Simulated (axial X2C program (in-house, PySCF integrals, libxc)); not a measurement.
**Which molecule gave these maps?**

PBE0 fields computed with an in-house relativistic program for diatomic molecules, without spin–orbit coupling, near the equilibrium distance, one atom at z = 0.

The maps cover the half plane through the axis: z from -2.4 to 3.0 Å along the bond, ρ from 0.15 to 2.25 Å away from it.

log10 of the density in e/bohr³:

```
 ρ\z  -2.4  -1.8  -1.2  -0.6   0.0   0.6   1.2   1.8   2.4   3.0
0.15  -4.6  -3.3  -2.0  -0.6   0.7  -0.3   0.7  -0.7  -2.1  -3.4
0.45  -4.7  -3.4  -2.2  -0.9  -0.3  -0.6  -0.3  -0.9  -2.2  -3.4
0.75  -4.8  -3.6  -2.4  -1.4  -0.9  -1.1  -0.9  -1.4  -2.5  -3.6
1.05  -4.9  -3.8  -2.8  -1.9  -1.6  -1.7  -1.6  -1.9  -2.8  -3.8
1.35  -5.1  -4.1  -3.2  -2.5  -2.2  -2.3  -2.2  -2.5  -3.2  -4.1
1.65  -5.4  -4.4  -3.6  -3.1  -2.8  -2.9  -2.8  -3.1  -3.6  -4.4
1.95  -5.7  -4.8  -4.1  -3.6  -3.4  -3.5  -3.4  -3.6  -4.1  -4.8
2.25  -6.0  -5.2  -4.6  -4.1  -4.0  -4.0  -4.0  -4.1  -4.6  -5.2
```

Electron localisation function (collinear form, no current term, damped to 0 at low density):

```
 ρ\z  -2.4  -1.8  -1.2  -0.6   0.0   0.6   1.2   1.8   2.4   3.0
0.15  0.00  0.01  0.35  0.85  0.43  0.79  0.43  0.85  0.35  0.01
0.45  0.00  0.01  0.31  0.85  0.85  0.57  0.85  0.85  0.31  0.01
0.75  0.00  0.01  0.23  0.79  0.83  0.32  0.84  0.79  0.23  0.01
1.05  0.00  0.00  0.14  0.60  0.62  0.14  0.63  0.60  0.14  0.00
1.35  0.00  0.00  0.06  0.33  0.30  0.05  0.31  0.33  0.06  0.00
1.65  0.00  0.00  0.01  0.12  0.10  0.02  0.10  0.11  0.01  0.00
1.95  0.00  0.00  0.00  0.02  0.02  0.00  0.02  0.02  0.00  0.00
2.25  0.00  0.00  0.00  0.00  0.00  0.00  0.00  0.00  0.00  0.00
```

Axial spin density in 10⁻³ e/bohr³:

```
 ρ\z  -2.4  -1.8  -1.2  -0.6    0.0   0.6    1.2   1.8   2.4   3.0
0.15   0.0  -0.1  -0.7  -3.1  383.5  -5.9  383.4  -3.1  -0.7  -0.1
0.45   0.0   0.0  -0.1  10.9  154.8  -5.5  155.1  10.5  -0.1   0.0
0.75   0.0   0.0   0.3   7.3   30.0  -3.9   30.1   7.2   0.3   0.0
1.05   0.0   0.0   0.3   2.7    5.2  -1.9    5.3   2.6   0.3   0.0
1.35   0.0   0.0   0.1   0.8    0.9  -0.7    0.9   0.8   0.1   0.0
1.65   0.0   0.0   0.1   0.2    0.1  -0.3    0.1   0.2   0.1   0.0
1.95   0.0   0.0   0.0   0.1    0.0  -0.1    0.0   0.1   0.0   0.0
2.25   0.0   0.0   0.0   0.0    0.0   0.0    0.0   0.0   0.0   0.0
```

Problem. Which molecule is it?
A. IrSe⁺
B. O₂
C. N₂⁻
D. NH⁺

Solution. B. O₂, with O at z = 0 and O at z = 1.195 Å, state M_S = 1, Λ = 0 (beyond evenly filled blocks: π+α, π-α), basis O dyall-av3z [7s6p3d2f] (cores contracted in-house). The state is a single determinant with fixed occupations, the lowest that a limited PBE0 search found.
